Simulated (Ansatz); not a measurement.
Run this with the Python package of Ansatz (0.2.0) and show what comes out.

`ch2n2_dimer.py`:
```python
"""Binding of a CH2N2 dimer at a trial geometry."""

import ansatz as az

FIRST = [
    ("N", (-1.1093, -0.1293, 0.2487)),
    ("C", (-0.0214, 0.0056, 0.004)),
    ("N", (1.0897, 0.1029, -0.241)),
    ("H", (-1.6231, 0.4052, -0.4938)),
    ("H", (1.664, -0.3846, 0.4822)),
]
SECOND = [
    ("N", (-0.6393, 4.5239, -0.1071)),
    ("C", (-1.2515, 3.596, 0.0542)),
    ("N", (-1.8898, 2.6698, 0.2511)),
    ("H", (-0.7836, 4.7725, -1.1162)),
    ("H", (-1.7676, 2.3488, 1.2372)),
]

def energy(atoms, ghosts=()):
    molecule = az.Crystal.molecule()
    for symbol, xyz in atoms:
        molecule = molecule.atom(symbol, xyz)
    calc = (
        molecule.calculation()
        .basis(gaussian="cc-pVDZ")
        .functional("B3LYP", dispersion="d3bj")
    )
    deck = calc.input()
    if ghosts:
        deck = deck.set(az.key.basis.gaussian.ghost_atoms, [{"symbol": s, "position_ang": list(xyz)} for s, xyz in ghosts])
    return az.Session.from_dict(deck).plan().execute().report["free_energy_ev"]

# ghost atoms carry the functions of the partner
both = energy(FIRST + SECOND)
alone = energy(FIRST) + energy(SECOND)
ghosted = energy(FIRST, SECOND) + energy(SECOND, FIRST)
print(f"dimer {both:.6f} eV")
print(f"interaction, uncorrected   {23.060548 * (both - alone):8.3f} kcal/mol")
print(f"interaction, counterpoise  {23.060548 * (both - ghosted):8.3f} kcal/mol")
print(f"basis-set superposition    {23.060548 * (alone - ghosted):8.3f} kcal/mol")
```

```console
$ python ch2n2_dimer.py
dimer -8094.420513 eV
interaction, uncorrected     -4.057 kcal/mol
interaction, counterpoise    -1.807 kcal/mol
basis-set superposition       2.250 kcal/mol
```

Uncorrected it is -4.057 kcal/mol, with the counterpoise correction -1.807 kcal/mol; the difference, 2.25 kcal/mol, is the superposition error.

Caveats:
- Total energies depend on the basis set; only differences at equal settings carry meaning.
- The dimer is a generated trial pose of unrelaxed monomers, not a minimum, so the figure is no binding energy, and the basis set is small.
- b3lyp holds the VWN-RPA fit, as in Gaussian; the form of ORCA and Turbomole is b3lyp5.
- Hardware and time: 6.1 s on 1 thread of Intel(R) Xeon(R) 6975P-C (Granite Rapids) (shared host), peak memory 0.26 GiB.
